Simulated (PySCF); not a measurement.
# The bond of MgH+, level by level

One table from this session's results is given with a row withheld; the runs are named, their logs left out.

Method: Mg def2-TZVP, H def2-TZVP, no relativity; program: PySCF 2.14.0.

The first run:

Settings of the job:

```
atoms                         : Mg, H
charge                        : 1
basis                         : Mg def2-TZVP, H def2-TZVP
Hamiltonian                   : no relativity
basis functions               : 38
electrons treated             : 12
masses in u                   : 23.9850, 1.0078
levels                        : PBE0, PBE, r²SCAN, MN15, M06-L, revPBE, CAM-B3LYP, HF, MP2, SCS-MP2, CCSD, CCSD(T)
grid                          : 80 radial by 434 angular points
occupations                   : held fixed by the projection of orbital angular momentum
dissociation limit            : Mg+ + H, each in its ground configuration
starting distance in angstrom : 1.775
values of 2S to try           : 0, 2
```

Started as:

```
$ OMP_NUM_THREADS=1 python dia.py task.json out
```

Steps of the session up to this table: The job; PBE0 along the bond; Other states along the same grid; PBE; r²SCAN (meta-GGA); MN15 (hybrid meta-GGA); M06-L (meta-GGA); revPBE (GGA); CAM-B3LYP (range-separated hybrid); RHF; MP2 and coupled cluster.

One table of the session follows, with a row left open; its other results are not shown here.

Energy (eV) from each level's lowest point:

| R (Å) | RHF | RHF-MP2 | RHF-SCS-MP2 | RHF-CCSD | RHF-CCSD(T) |
| --- | --- | --- | --- | --- | --- |
| 1.429 | 0.379 | 0.349 | 0.354 | n/a | n/a |
| 1.495 | 0.171 | 0.155 | 0.158 | 0.175 | 0.177 |
| 1.561 | 0.052 | 0.045 | 0.047 | 0.059 | 0.060 |
| 1.611 | 0.009 | 0.007 | 0.008 | 0.014 | 0.015 |
| 1.661 | 0.000 | 0.000 | 0.000 | 0.000 | 0.000 |
| 1.711 | 0.019 | 0.020 | 0.018 | 0.010 | 0.010 |
| 1.777 | 0.080 | 0.079 | 0.076 | 0.055 | 0.053 |
| 1.860 | ? | ? | ? | ? | ? |
| 1.960 | 0.395 | 0.375 | 0.366 | 0.296 | 0.289 |
| 2.093 | 0.706 | 0.660 | 0.645 | n/a | n/a |

Q: Estimate the row for R (Å) = 1.860 from the others.

Worked estimate for «RHF». A straight line through the neighbours (1.777, 0.080) and (1.960, 0.395) gives 0.080 + (0.395 − 0.080) × (1.860 − 1.777) / (1.960 − 1.777) = 0.223; a parabola fitted to 4 rows on both sides gives 0.206.

**Answer.** RHF: 0.201; RHF-MP2: 0.194; RHF-SCS-MP2: 0.188; RHF-CCSD: 0.148; RHF-CCSD(T): 0.144. In «RHF» the line misses by +0.022 and the parabola by +0.005.
